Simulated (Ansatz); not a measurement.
The same path of H3OSSi (6 atoms, charge 0, multiplicity 2) was run 3 times with different band settings. The coordinate that changes most is the dihedral O1–S2–Si3–H6.

Method: UKS BLYP-D4/STO-3G in Ansatz.

Relaxed end points:

```xyz
6
Properties=species:S:1:pos:R:3
O 0.366 -2.121 1.243
S 1.311 -0.961 0.469
Si -0.178 0.514 -0.294
H -1.107 -0.106 -1.230
H 0.553 1.569 -0.984
H -0.945 1.105 0.795
```

```xyz
6
Properties=species:S:1:pos:R:3
O 1.386 -1.316 1.589
S 0.499 -1.605 0.186
Si -0.327 0.397 -0.343
H -1.040 0.265 -1.606
H 0.736 1.382 -0.499
H -1.254 0.877 0.674
```

Common settings: optimiser quadratic models (default); start path IDPP; force threshold 0.03 eV/Å; iteration limit 60; end points relaxed.

| run | movable images | climbing image | spring |
| --- | --- | --- | --- |
| 1 | 7 | yes | 5.0 eV/Å² |
| 2 | 7 | yes | 2.0 to 10.0 eV/Å², energy-weighted |
| 3 | 1 | no | 5.0 eV/Å² |

Task: What does each run give, and how far can it be trusted?

Result: Run 1: converged after 7 iterations, highest image 0.006 eV above the first end. The top lies less than 8 meV above the higher end, about what the thresholds resolve: that end is a shoulder or a very shallow well. A vibrational analysis at the climbing image gives no mode beyond 40i cm⁻¹: the surface is too flat there to confirm a saddle point.
Run 2: converged after 7 iterations, highest image 0.006 eV above the first end. The top lies less than 8 meV above the higher end, about what the thresholds resolve: that end is a shoulder or a very shallow well. Another band between the same ends (7 images) ends at a top of the same energy, where a vibrational analysis finds no clearly imaginary modes.
Run 3: converged after 7 iterations, highest image 0.006 eV above the first end. The top lies less than 8 meV above the higher end, about what the thresholds resolve: that end is a shoulder or a very shallow well. No image climbed, so the highest image needn't sit at the top of the path. So few images can step over the top or miss a turn of the path.
Limits of this set-up: minimal basis.
